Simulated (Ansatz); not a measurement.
Relaxed structures of CHOS (charge -1), singlet (PBE0-D4/def2-TZVPD; forces vanish, vibrations not checked; lower isomers may exist, and structures with a doubtful reference or unclear bonds are left out; Å). Ansatz 0.2.0; basis: def2-TZVPPD; cores frozen in the correlated methods.

(1) Rank them by CCSD(T) energy, lowest first, and give each one's height above the lowest. Links in brackets join atoms within 1.22 times the sum of their covalent radii (1.1 for two metals). (To be estimated.)
A.
CHOS ([CH][S][O]), total charge -1
```
4
angstrom
O -0.8200 -0.5031 1.7852
C 0.3710 -0.6018 -0.5748
S -0.3266 0.2511 0.5843
H 0.6122 0.2128 -1.2871
```
B.
CHOS ([O][CH][S]), total charge -1
```
4
angstrom
O -0.8414 -0.1644 1.6651
C -0.2983 0.2966 0.6669
S 0.4099 -0.5181 -0.6616
H -0.2399 1.4091 0.5795
```
C.
CHOS ([OH][C][S]), total charge -1
```
4
angstrom
O -0.8967 -0.1256 1.7975
C -0.3875 0.4220 0.6734
S 0.2848 -0.7200 -0.3718
H -0.7528 -1.1017 1.7456
```

No T1 diagnostic of these runs exceeds 0.029. The restricted Hartree–Fock reference is unstable towards an unrestricted one at one or more of these structures.

Answers

(1) The calculation gives: B (0.000 eV), C (1.856 eV), A (2.548 eV). Heights count from the lowest.

For scale, one of the runs: CCSD(T)/def2-TZVPPD, 145 basis functions, launched by `ansatz run in.yaml --threads 2 --pin off --events-out ev --progress --plain --max-ram 4352MiB`. Time: 17 s of wall clock on 2 CPU threads of an Arm Neoverse V1; the host was shared. Peak host memory: 0.86 GiB.
